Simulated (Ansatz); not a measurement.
```yaml
crystal:
  periodic: [false, false, false]
  atoms:
    - {symbol: C, position_ang: [-2.262184, 0.605250, -0.010598]}
    - {symbol: Ga, position_ang: [-0.339462, 0.229737, 0.006509]}
    - {symbol: P, position_ang: [1.721605, -0.806854, -0.012122]}
    - {symbol: H, position_ang: [-2.466273, 1.690437, 0.048533]}
basis:
  gaussian: {orbitals: def2-TZVP}
magnetization: {spin_polarized: true, initial_magnetization: 3}
hamiltonian: {xc: pbe0}
relax: {f_tol: 0.004, max_steps: 80}
```

```sh
$ ansatz run in.yaml --threads 1 --pin off --events-out ev --progress --plain --max-ram 2176MiB
```

Steps of the relaxation (energy above the last step; positions in Å, forces in eV/Å):

```
4
step 1, 392.1 meV
C    -2.262    0.605   -0.011    1.787    0.388    0.059
Ga   -0.339    0.230    0.007   -0.477   -0.475   -0.037
P     1.722   -0.807   -0.012   -0.776    0.388    0.007
H    -2.466    1.690    0.049   -0.534   -0.302   -0.028
```

```
4
step 2, 174.8 meV
C    -2.149    0.648   -0.006    0.521    1.287    0.086
Ga   -0.290    0.216    0.007   -0.091   -0.432   -0.027
P     1.691   -0.830   -0.014   -0.593    0.351    0.008
H    -2.599    1.684    0.045    0.164   -1.206   -0.067
```

```
4
step 3, 122.8 meV
C    -2.011    0.721    0.001   -1.019    1.516    0.068
Ga   -0.246    0.164    0.005   -1.213    0.433    0.001
P     1.591   -0.798   -0.014    1.477   -0.690   -0.010
H    -2.681    1.632    0.041    0.755   -1.259   -0.058
```

```
4
step 4, 42.6 meV
C    -1.987    0.834    0.008    0.874   -1.053   -0.044
Ga   -0.305    0.122    0.001    0.613   -0.230   -0.001
P     1.659   -0.815   -0.014   -0.273    0.098    0.000
H    -2.713    1.578    0.037   -1.213    1.184    0.044
```

```
4
step 6, 0.3 meV
C    -1.969    0.847    0.009    0.016   -0.041   -0.002
Ga   -0.268    0.131    0.002   -0.001    0.019    0.001
P     1.656   -0.837   -0.015    0.017   -0.015   -0.001
H    -2.765    1.577    0.036   -0.031    0.036    0.001
```

```
4
step 8, 0.0 meV
C    -1.977    0.836    0.009   -0.004    0.000    0.000
Ga   -0.266    0.140    0.003    0.003   -0.002    0.000
P     1.655   -0.839   -0.015    0.000    0.001    0.000
H    -2.759    1.582    0.036    0.001    0.001    0.000
```

Close pairs at the end: C1–H4 1.082 Å, C1–Ga2 1.847 Å, Ga2–P3 2.156 Å.

A stationary point of unrestricted PBE0 after 8 steps, with ⟨S²⟩ = 3.812 against 3.75 for a pure state; no frequencies were run, so it isn't proven a minimum. 64 s on 1 thread of AMD EPYC 9R45, shared host.
